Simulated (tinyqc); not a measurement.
Worked calculation: extended Hueckel theory, for BH. One step of it, computed by the program tinyqc.

Problem. Wolfsberg-Helmholz matrix. H_ij = K' S_ij (H_ii + H_jj)/2 for i != j (the diagonal keeps H_ii), with K' = K + D^2 + D^4 (1 - K), D = (H_ii - H_jj)/(H_ii + H_jj), K = 2.

overlap S, lower triangle:
```
           1B 2s    1B 2px    1B 2py    1B 2pz     2H 1s
1B 2s   1.000000
1B 2px  0.000000  1.000000
1B 2py  0.000000  0.000000  1.000000
1B 2pz  0.000000  0.000000  0.000000  1.000000
2H 1s   0.531706  0.000000  0.000000  0.556412  1.000000
```

diagonal H_ii (eV): 1B 2s -15.200000, 1B 2px -8.500000, 1B 2py -8.500000, 1B 2pz -8.500000, 2H 1s -13.600000

K = 2.000000

Give: H.

Solution.

H (eV), lower triangle:
```
          1B 2s  1B 2px  1B 2py   1B 2pz    2H 1s
1B 2s   -15.200
1B 2px    0.000  -8.500
1B 2py    0.000   0.000  -8.500
1B 2pz    0.000   0.000   0.000   -8.500
2H 1s   -15.337   0.000   0.000  -12.607  -13.600
```
